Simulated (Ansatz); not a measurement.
We consider SnBr2 (Pnma, No. 62; cell taken from a computed entry), described by LDA in Ansatz (plane waves, PAW).

Numerical settings: plane-wave cutoff 520 eV, 4×8×4 k mesh (along the axes of the cell as run), Fermi–Dirac smearing 0.01 eV, scalar-relativistic PAW data made under PBE.

Computed at the level's own relaxed cell.

Question: Estimate the band gap that the calculation returns.

Answer: 
* **band gap**: 2.01 eV

Spin–orbit coupling is not included.

Ansatz is a program for electronic structure.
